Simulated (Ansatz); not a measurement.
# C2H6N2: taking an electron away

The task here is to estimate one member of a computed series from the others.

The runs use Ansatz 0.2.0, Gaussian basis; unrestricted cation, the program's frozen cores in correlated methods.

Plan: UKS PBE-D4/def2-TZVPP; UKS r2SCAN-D4/def2-TZVPP; UKS PBE0-D4/def2-TZVPP; UKS B3LYP-D4/def2-TZVPP; UKS wB97X-V/def2-TZVPP; UKS wB97M-V/def2-TZVPP; UKS B2PLYP/def2-TZVPP; UHF-CCSD(T)/def2-TZVPP; UHF-MP2/def2-QZVPP; extrapolation to the limit; then −ε(HOMO) from the neutral's earlier runs with LDA (SPW92), PBE-D4, revPBE-D4, BLYP-D4, r2SCAN-D4, B97M-V, PBE0-D4, B3LYP-D4, r2SCANh-D4, r2SCAN0-D4, HSE06-D4, BHLYP-D4, CAM-B3LYP-D4, LC-ωPBE, ωB97X-V, ωB97M-V.

### The relaxed structure

The geometry comes from an earlier relaxation with PBE0-D4 in a triple-zeta def2 set; it is a stationary point, not always the lowest conformer.

SMILES `C/N=N\C`, 10 atoms, charge 0, spin multiplicity 1.

Atoms are counted from 1 here; the program's logs count them from 0.

Bond lengths: C1–N2 1.464 Å, C1–H5 1.095 Å, C1–H6 1.088 Å, C1–H7 1.095 Å, N2–N3 1.230 Å, N3–C4 1.463 Å, C4–H8 1.088 Å, C4–H9 1.095 Å, C4–H10 1.095 Å. Angles: N2–C1–H5 111.3°, N2–C1–H6 107.9°, N2–C1–H7 111.3°, H5–C1–H6 109.2°, H5–C1–H7 107.8°, H6–C1–H7 109.2°, C1–N2–N3 119.7°, N2–N3–C4 119.7°, N3–C4–H8 107.9°, N3–C4–H9 111.3°, N3–C4–H10 111.3°, H8–C4–H9 109.2°, H8–C4–H10 109.2°, H9–C4–H10 107.8°.

Coordinates:

```mol
C2H6N2
  3D, bonds by distance, orders not assigned

 10  9  0  0  0  0  0  0  0  0999 V2000
    0.3410    1.2944    0.1005 C   0  0
    0.1031    0.4550    1.2756 N   0  0
   -0.2073   -0.7262    1.1290 N   0  0
   -0.3359   -1.2810   -0.2191 C   0  0
    1.1618    0.9022   -0.5095 H   0  0
    0.5992    2.2919    0.4489 H   0  0
   -0.5498    1.3536   -0.5339 H   0  0
   -0.6140   -2.3283   -0.1246 H   0  0
   -1.1047   -0.7546   -0.7949 H   0  0
    0.6066   -1.2070   -0.7721 H   0  0
  1  2  8  0
  2  3  8  0
  3  4  8  0
  1  5  8  0
  1  6  8  0
  1  7  8  0
  4  8  8  0
  4  9  8  0
  4 10  8  0
M  END
```

Set-up of the first run:

in.yaml

```yaml
crystal:
  periodic: [false, false, false]
  atoms:
    - {symbol: C, position_ang: [0.341017, 1.294356, 0.100545]}
    - {symbol: N, position_ang: [0.103105, 0.455033, 1.275629]}
    - {symbol: N, position_ang: [-0.207302, -0.726156, 1.128979]}
    - {symbol: C, position_ang: [-0.335904, -1.280992, -0.219121]}
    - {symbol: H, position_ang: [1.161788, 0.902229, -0.509476]}
    - {symbol: H, position_ang: [0.599190, 2.291899, 0.448883]}
    - {symbol: H, position_ang: [-0.549794, 1.353588, -0.533857]}
    - {symbol: H, position_ang: [-0.614039, -2.328284, -0.124588]}
    - {symbol: H, position_ang: [-1.104660, -0.754626, -0.794883]}
    - {symbol: H, position_ang: [0.606589, -1.207048, -0.772110]}
basis:
  gaussian: {orbitals: def2-TZVPP}
total_charge: 1
magnetization: {spin_polarized: true, initial_magnetization: 1}
hamiltonian: {xc: pbe, dispersion: d4}
```

Started as:

```
$ ansatz run in.yaml --threads 2 --pin off --events-out ev --progress --plain --max-ram 22528MiB --backend cpu
```

Among the steps run: Cation, UKS PBE-D4/def2-TZVPP; Cation, UKS r2SCAN-D4/def2-TZVPP; Cation, UKS PBE0-D4/def2-TZVPP; Cation, UKS B3LYP-D4/def2-TZVPP; Cation, UKS wB97X-V/def2-TZVPP; Cation, UKS wB97M-V/def2-TZVPP; Cation, UKS B2PLYP (frozen core)/def2-TZVPP; Cation, UHF-CCSD(T)/def2-TZVPP; Cation, UHF-MP2/def2-QZVPP.

One table of the session follows, with a row left open; its other results are not shown here.

For comparison, −ε(HOMO) of the neutral from earlier runs:

| functional | −ε(HOMO) (eV) |
| --- | --- |
| LDA (SPW92) | 4.93 |
| PBE-D4 | 4.86 |
| revPBE-D4 | 4.82 |
| BLYP-D4 | 4.77 |
| r2SCAN-D4 | 5.14 |
| B97M-V | 5.38 |
| PBE0-D4 | 6.33 |
| B3LYP-D4 | 6.11 |
| r2SCANh-D4 | 5.69 |
| r2SCAN0-D4 | 6.53 |
| HSE06-D4 | 5.93 |
| BHLYP-D4 | 7.77 |
| CAM-B3LYP-D4 | 7.77 |
| LC-ωPBE | ? |
| ωB97X-V | 8.77 |
| ωB97M-V | 8.71 |

**Question.** Estimate the row for LC-ωPBE.

As computed: −ε(HOMO) (eV): 9.09. In the column «−ε(HOMO) (eV)» it is the highest.
